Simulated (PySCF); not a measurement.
Oxygen: a sound run and one with changed settings

Sound run: O [He] 2s2 2p4, O+ [He] 2s2 2p3. All numbers are calculated (PySCF 2.14, the non-relativistic Hamiltonian (point nucleus), in def2-TZVP). In the sound run the correlated levels freeze 1s2. The sound run starts from symmetry-adapted Hartree-Fock orbitals and uses a fine grid where one is needed.

Changed run: basis STO-3G. This setting is unsound on purpose.

```json
{"species": "O", "method": "UHF", "sound run (hartree)": "-74.81563", "changed run (hartree)": "-73.80415", "converged": "yes"}
{"species": "O", "method": "PBE", "sound run (hartree)": "-75.00967", "changed run (hartree)": "-73.94875", "converged": "yes"}
{"species": "O", "method": "MN15", "sound run (hartree)": "-75.02032", "changed run (hartree)": "-73.67462", "converged": "yes"}
{"species": "O", "method": "MP2", "sound run (hartree)": "-74.95729", "changed run (hartree)": "-73.80415", "converged": "yes"}
{"species": "O+", "method": "UHF", "sound run (hartree)": "-74.37400", "changed run (hartree)": "-73.44358", "converged": "yes"}
{"species": "O+", "method": "PBE", "sound run (hartree)": "-74.49433", "changed run (hartree)": "-73.52932", "converged": "yes"}
{"species": "O+", "method": "MN15", "sound run (hartree)": "-74.51019", "changed run (hartree)": "-73.25951", "converged": "yes"}
{"species": "O+", "method": "MP2", "sound run (hartree)": "-74.47006", "changed run (hartree)": "-73.44358", "converged": "yes"}
```

Ionisation energy of O:

| method | sound run (eV) | changed run (eV) |
| --- | --- | --- |
| UHF | 12.017 | 9.812 |
| PBE | 14.023 | 11.413 |
| MN15 | 13.881 | 11.296 |
| MP2 | 13.258 | 9.812 |
| SCS-MP2 | 13.353 | 9.812 |

A minimal basis cannot let orbitals breathe on ionisation and holds almost no correlation.

For comparison, NIST gives 13.618 eV between the lowest levels.
